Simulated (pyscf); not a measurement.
Thermochemistry of product channels of H₂N–SiH₂–Cl + NH₂• on the doublet surface, in kcal/mol, from ωB97M-D3(BJ)/def2-TZVP energies (ideal gas, 1 atm, RRHO with modes under 100 cm⁻¹ raised to 100, one conformer, R ln 2 for chiral ones without a mode under 150 cm⁻¹). Structures and frequencies: ωB97X-D3(BJ)/def2-SVP in PySCF.

| products | ΔE | ΔH(298 K) | ΔG(600 K) | ΔG(1200 K) |
|---|---|---|---|---|
| H₂N–SiH•–Cl + NH₃ | ___ | -12.7 | -14.0 | -14.7 |
| •HN–SiH(NH₂)–Cl + H₂ | -7.3 | -9.7 | -7.2 | -6.7 |
| H₂N–Si•(NH₂)–Cl + H₂ | -26.8 | -26.5 | -23.9 | -23.1 |
| •HN–SiH₂–Cl + NH₃ | +4.1 | +4.9 | +4.4 | +4.3 |
| H₂N–SiH(NH₂)–Cl + H• | ___ | -18.7 | -13.1 | -9.6 |

Question: Complete the blanks.

Answer: 
- H₂N–SiH•–Cl + NH₃, ΔE: -16.1
- H₂N–SiH(NH₂)–Cl + H•, ΔE: -18.2

These are energies of the channels, which say nothing of barriers.
